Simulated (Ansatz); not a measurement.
The first iterations of a band of BFH$_{2}$O (5 atoms, charge 0, multiplicity 1).

All numbers below come from RHF/def2-SVP in Ansatz 0.2.0.

```json
{
  "movable images": "9",
  "climbing image": "yes",
  "spring": "5.0 eV/Å²",
  "optimiser": "quadratic models (default)",
  "start path": "through a guess of the saddle point",
  "force threshold": "0.05 eV/Å",
  "iteration limit": "60",
  "end points": "relaxed"
}
```

First end point:

```xyz
5
Properties=species:S:1:pos:R:3
B 0.248 -0.088 0.187
H 0.170 -0.059 1.383
O 1.367 -0.404 -0.467
H 2.106 -0.610 0.083
F -0.817 0.209 -0.524
```

Last end point:

```xyz
5
Properties=species:S:1:pos:R:3
B -1.302 -0.028 0.019
H 1.578 -0.262 1.330
O 1.658 -0.116 0.399
H 2.186 -0.833 0.078
F -1.046 0.288 -1.165
```

| iteration | highest image above the first end (eV) | largest band force component (eV/Å) |
| --- | --- | --- |
| 1 | 7.252 | 22.507 |
| 2 | 5.850 | 2.825 |
| 3 | 5.891 | 2.143 |
| 4 | 5.621 | 1.658 |
| 5 | 5.575 | 17.182 |
| 6 | 5.366 | 2.525 |
| 7 | 5.472 | 1.380 |
| 8 | 5.516 | 1.133 |
| 9 | 5.489 | 0.678 |

Q: Does the band converge within its limit, and where does its top end?

A: It converged. It ended after 29 iterations with the highest image 5.458 eV above the first end. The profile has 2 maxima (images 1, 5) with wells between them (image 2): this band takes more than one step, which may be the mechanism or a detour left from its start path. Neighbouring images differ by up to 3.3 eV, so the band resolves the path poorly. A vibrational analysis at the climbing image gives one clearly imaginary mode, 1953i cm⁻¹: a first-order saddle point. The orbitals stay closed-shell, which can raise the energy where a bond breaks towards radicals; this wasn't checked here.

The run took 87 s on 1 thread of Arm Neoverse V1, on a shared host, peak memory 0.087 GiB.
